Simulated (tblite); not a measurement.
C₄H₄F₂.
Numbering: `[CH2:1]=[C:2]([F:3])[C:4](=[CH2:5])[F:6]` (hydrogens: H7, H8 on C1; H9, H10 on C5)

Computed with GFN2-xTB (tblite), gas phase: L-BFGS steps from a force-field or distance-geometry start until the largest atomic force falls under 0.01 eV/Å.

Step 4: E = -544.4739 eV
```
atom  x, y, z in Å  |  force x, y, z in eV/Å
C1      1.8591    0.0174    0.3058   -0.137   0.003   0.018
C2      0.5902   -0.1026    0.6734    0.102  -0.010   0.021
F3      0.3030   -0.4568    1.9448   -0.113  -0.005   0.016
C4     -0.5892    0.1058   -0.1558   -0.083   0.000  -0.032
C5     -1.8563   -0.0162    0.2158    0.084   0.002  -0.022
F6     -0.3043    0.4562   -1.4285    0.118   0.013  -0.018
H7      2.6450   -0.1634    1.0123    0.096  -0.005   0.012
H8      2.1113    0.2981   -0.6954    0.052   0.027  -0.107
H9     -2.1010   -0.2962    1.2192   -0.061  -0.024   0.106
H10    -2.6489    0.1622   -0.4855   -0.058  -0.002   0.006
```

Step 5: E = -544.4751 eV
```
atom  x, y, z in Å  |  force x, y, z in eV/Å
C1      1.8591    0.0179    0.3057   -0.034   0.009  -0.017
C2      0.5912   -0.1025    0.6726    0.014  -0.017   0.049
F3      0.2990   -0.4562    1.9428   -0.083  -0.013   0.044
C4     -0.5896    0.1052   -0.1552   -0.041   0.006  -0.036
C5     -1.8565   -0.0163    0.2161    0.032  -0.002  -0.011
F6     -0.3007    0.4559   -1.4260    0.096   0.023  -0.063
H7      2.6470   -0.1635    1.0122    0.054   0.006  -0.020
H8      2.1119    0.2985   -0.6974    0.035   0.011  -0.045
H9     -2.1018   -0.2964    1.2205   -0.050  -0.015   0.069
H10    -2.6507    0.1621   -0.4853   -0.022  -0.008   0.031
```

**Question.** Estimate the geometry and energy of step 6. (The exact step hangs on the optimiser's Hessian estimate; all steps are aligned on step 5, rigid shifts and turns removed.)

**Answer.** E = -544.4761 eV, largest force 0.078 eV/Å
```
atom  x, y, z in Å  |  force x, y, z in eV/Å
C1      1.8592    0.0186    0.3052    0.017   0.002  -0.011
C2      0.5916   -0.1028    0.6730   -0.034  -0.011   0.033
F3      0.2939   -0.4560    1.9420   -0.043  -0.014   0.046
C4     -0.5904    0.1048   -0.1554    0.056   0.014  -0.044
C5     -1.8563   -0.0166    0.2164   -0.055  -0.014   0.027
F6     -0.2956    0.4561   -1.4252    0.054   0.018  -0.054
H7      2.6496   -0.1634    1.0115    0.006   0.018  -0.057
H8      2.1130    0.2990   -0.6997    0.010  -0.005   0.018
H9     -2.1034   -0.2968    1.2229   -0.020   0.005  -0.008
H10    -2.6526    0.1618   -0.4844    0.008  -0.013   0.051
```

The energy changes by -0.0010 eV. The first-order estimate −F·Δx gives -0.0015 eV and the mean of the old and new forces, exact on a quadratic surface, -0.0010 eV. The step makes an angle of 39° with the force vector and moves no atom by more than 0.005 Å.

The cost below is that of the whole relaxation. Hardware: an Arm Neoverse V1 with one thread (shared host). Cost: under 0.1 s.
